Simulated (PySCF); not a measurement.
First SCF of a structure search on singlet [PH2]-, at a hand-made bent geometry. PySCF input:

```python
from pyscf import gto, scf, dft
mol = gto.M(atom='''
P      0.000000     0.000000     0.000000
H      1.171400     0.000000     0.820200
H     -1.171400     0.000000     0.820200''',
    basis={'P': 'def2-TZVPD', 'H': 'def2-TZVPD'},
    charge=-1, spin=0)
mf = dft.RKS(mol, xc='PBE0')
mf.grids.atom_grid = (50, 194)
aux = {'P': 'def2-universal-JKFIT', 'H': 'def2-universal-JKFIT'}
mf = mf.density_fit(auxbasis=aux)
mf.conv_tol = 1e-08
mf.diis_space = 10
mf.max_cycle = 60
mf.init_guess = 'minao'
mf.verbose = 4
mf.kernel()
```

Excerpt of the output (cycles and frontier levels):

```
init E= -342.199597346278
  HOMO = -0.213395398263927  LUMO = -0.01028086700655  gap/eV = 5.52703
cycle= 1 E= -342.358757603968  delta_E= -0.159  |g|= 0.313  |ddm|= 1.15
  HOMO = 0.123025106515339  LUMO = 0.205099950134491  gap/eV = 2.23337
cycle= 2 E= -342.364515314503  delta_E= -0.00576  |g|= 0.353  |ddm|= 1.05
  HOMO = 0.0533180786802241  LUMO = 0.189320659894857  gap/eV = 3.70082
cycle= 3 E= -342.408070358006  delta_E= -0.0436  |g|= 0.0266  |ddm|= 0.403
  HOMO = 0.0452989286698671  LUMO = 0.186471256251437  gap/eV = 3.84149
cycle= 4 E= -342.40822953985  delta_E= -0.000159  |g|= 0.00466  |ddm|= 0.0272
  HOMO = 0.0445218413329549  LUMO = 0.186205473780401  gap/eV = 3.85541
cycle= 5 E= -342.408235937751  delta_E= -6.4e-06  |g|= 0.00178  |ddm|= 0.00545
  HOMO = 0.0441741679212253  LUMO = 0.18603988028384  gap/eV = 3.86036
cycle= 6 E= -342.408237042404  delta_E= -1.1e-06  |g|= 0.000156  |ddm|= 0.00207
  HOMO = 0.0441616155431976  LUMO = 0.186037548215676  gap/eV = 3.86064
cycle= 7 E= -342.408237054319  delta_E= -1.19e-08  |g|= 1.88e-05  |ddm|= 0.000225
  HOMO = 0.0441616028569385  LUMO = 0.186036635550252  gap/eV = 3.86062
cycle= 8 E= -342.408237054504  delta_E= -1.85e-10  |g|= 1.49e-06  |ddm|= 2.76e-05
  HOMO = 0.0441618266449684  LUMO = 0.186036801925303  gap/eV = 3.86061
Extra cycle  E= -342.408237054506  delta_E= -1.53e-12  |g|= 4.62e-07  |ddm|= 4.46e-06
converged SCF energy = -342.408237054506
```

No lower solution of this spin was found from smeared starts or by a stability analysis within the restricted form, which does not test spin polarisation.

The search for the lowest solution, 3 starts and the stability check together, took 4.1 s on 2 threads of a shared Arm Neoverse N1 host, with 61 basis functions; the process peaked at 0.3 GiB. Launch command: `OMP_NUM_THREADS=2 python axn.py task.json out`.
